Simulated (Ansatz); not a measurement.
All values below come from frozen-core CCSD(T)/cc-pVTZ // PBE0-D3(BJ)/def2-TZVP in Ansatz (an electronic-structure program).

Ansatz 0.2 input:
```yaml
crystal:
  periodic: [false, false, false]
  atoms:
    - { symbol: C, position_ang: [0.85907, 0.028187, 0.043919] }
    - { symbol: C, position_ang: [-0.617279, -0.036187, -0.011222] }
    - { symbol: H, position_ang: [1.473059, -0.822926, -0.218302] }
    - { symbol: H, position_ang: [1.361964, 0.958792, 0.275194] }
    - { symbol: H, position_ang: [-1.019501, 0.525146, -0.867235] }
    - { symbol: H, position_ang: [-0.978964, -1.061966, -0.100544] }
    - { symbol: H, position_ang: [-1.076783, 0.407614, 0.879399] }
basis:
  gaussian: { orbitals: cc-pVTZ }
correlation:
  method: ccsd_t
magnetization:
  spin_polarized: true
  initial_magnetization: 1
```

Output:

```
Functional definition: HF
718 factors; integrals over basis functions are off by at most 1.1e-3 eV
mean field evaluation 1: about -2137.7512 eV, gradient 1.7e1 eV
mean field evaluation 2: about -2137.7505 eV, gradient 1.7e1 eV
mean field evaluation 4: about -2139.5202 eV, gradient 2.0e0 eV
mean field evaluation 8: about -2139.5665 eV, gradient 1.3e-3 eV
mean field evaluation 16: about -2139.5681 eV, gradient 2.3e-1 eV
mean field -2139.56649762 eV, -78.6276185373 hartree, gradient 2.7e-6 eV, S^2 0.763464; 0 other end points of the search recorded, 0 dependent functions left out
2 core orbitals not correlated
reference -2139.56649762 eV, -78.6276185373 hartree; 7, 6 occupied and 121, 122 virtual orbitals, 718 factors
second order -9.00048962 eV of doubles, -0.00000000 eV of singles
cycle   1  -9.59067882 eV  change   -5.9e-1 eV  update   5.7e-2
cycle   2  -9.83623481 eV  change   -2.5e-1 eV  update   1.8e-2
cycle   3  -9.86867052 eV  change   -3.2e-2 eV  update   7.5e-3
cycle   4  -9.86780958 eV  change    8.6e-4 eV  update   2.8e-3
cycle   5  -9.86821935 eV  change   -4.1e-4 eV  update   1.0e-3
cycle   6  -9.86820403 eV  change    1.5e-5 eV  update   3.0e-4
cycle   7  -9.86823970 eV  change   -3.6e-5 eV  update   1.1e-4
cycle   8  -9.86824043 eV  change   -7.3e-7 eV  update   3.4e-5
cycle   9  -9.86823253 eV  change    7.9e-6 eV  update   1.2e-5
perturbative correction -0.32737589 eV, -0.0120308420 hartree
Total energy: -2149.76210604 eV, -79.0023002357 hartree
```

Cost: roughly 28 core-seconds.
